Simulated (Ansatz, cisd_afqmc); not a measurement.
Species: F2, charge 0, singlet. F2 (molecular fluorine, SMILES FF).
B3LYP-D3(BJ)/def2-TZVP minimum from Ansatz (an electronic-structure program):
```
F
F 1 1.3965
```
Charge 0, spin multiplicity 1.

Total energies in cc-pVQZ, 14 correlated electrons, 2 frozen orbitals. Open shells are spin-unrestricted; no spin-orbit coupling. Correlated methods leave the cores frozen. No relativity. AFQMC/CISD: phaseless, guided by CISD from CCSD amplitudes; bars are statistical, one sigma. Outlying blocks are dropped, and bars are widened where a walk drifts. Over all cases where full CI ran beside it in this data, AFQMC minus full CI had a median of +0.1 mEh and passed +0.4 mEh in a tenth of the cases. UCISD starts from a broken-symmetry determinant. The restricted determinant of F2 (FF, singlet) is unstable towards broken spin symmetry in at least one set run.

```
method          program         energy (Eh)  minus CCSDT(Q) (mEh)
-----------  ----------  ------------------  --------------------
HF               Ansatz          -198.77020                590.16
MP2              Ansatz          -199.33796                 22.40
CCSD             Ansatz          -199.33829                 22.07
CCSD(T)          Ansatz          -199.35875                  1.61
UCCSD(T)         Ansatz          -199.35755                  2.81
CCSDT(Q)         Ansatz          -199.36036                  0.00
AFQMC/CISD   cisd_afqmc  -199.3593 ± 0.0004             1.1 ± 0.4
AFQMC/UCISD  cisd_afqmc  -199.3594 ± 0.0006             1.0 ± 0.6
```

Rough core times of Ansatz's runs on a shared machine: CCSD(T) under 20 s, UCCSD(T) 50 s, CCSDT(Q) 10 min.
